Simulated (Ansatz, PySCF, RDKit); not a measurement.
Noncovalent pair: HCl (SMILES Cl) (first 2 atoms) with H2S (SMILES S); geometry from NCB31 set.
(charge 0, multiplicity 1):
| atom | x (Å) | y (Å) | z (Å) |
|---|---|---|---|
| Cl | -1.9116 | 0.0000 | 0.0035 |
| H | -0.6273 | -0.0001 | -0.1041 |
| S | 1.8425 | 0.0000 | -0.1015 |
| H | 1.8228 | -0.9618 | 0.8347 |
| H | 1.8219 | 0.9619 | 0.8346 |

Counterpoise-corrected where a basis set is named; no monomer relaxation. Rows marked so take none. RDKit's UFF carries no charges.

Frozen-core correlation. Rows in 6-31G*, LANL2DZ carry no dispersion term and start afresh at each structure (6-31G* with six Cartesian d functions). LANL2DZ brings its own core potentials from Na on.

Programs: Ansatz (a program for electronic structure) with Gaussian orbitals; PySCF for 6-31G* rows, LANL2DZ rows, the dispersion terms; RDKit for the force fields. 

```json
[
 {"level": "UFF", "interaction energy (kJ/mol)": "14.1"},
 {"level": "HF/6-31G* (no counterpoise)", "interaction energy (kJ/mol)": "-6.0"},
 {"level": "HF/aug-cc-pV(D+d)Z", "interaction energy (kJ/mol)": "-4.2"},
 {"level": "HF/aug-cc-pV(T+d)Z", "interaction energy (kJ/mol)": "-3.8"},
 {"level": "r2SCAN-D3(BJ)/def2-TZVPPD", "interaction energy (kJ/mol)": "-17.0"},
 {"level": "B3LYP/LANL2DZ (no counterpoise)", "interaction energy (kJ/mol)": "-13.7"},
 {"level": "wB97X-V/def2-TZVPPD", "interaction energy (kJ/mol)": "-14.2"},
 {"level": "SCS-MP2/aug-cc-pV(T+d)Z", "interaction energy (kJ/mol)": "[?]"},
 {"level": "CCSD/aug-cc-pV(T+d)Z", "interaction energy (kJ/mol)": "[?]"}
]
```

### Question
Complete the blanks.

### Answer

- SCS-MP2/aug-cc-pV(T+d)Z, interaction energy (kJ/mol): -11.7
- CCSD/aug-cc-pV(T+d)Z, interaction energy (kJ/mol): -11.1
